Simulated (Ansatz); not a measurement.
A geometry relaxed with PBE0-D3(BJ)/def2-SVP (Ansatz, a quantum-chemistry and plane-wave program), charge 0, multiplicity 1:

```xyz
4

N      0.0042    -0.0005     0.3039
H     -0.4402     0.8267    -0.0938
H     -0.4978    -0.7932    -0.0958
H      0.9337    -0.0330    -0.1143
```

### Question
Write the SMILES of this molecule.

### Answer
`N`
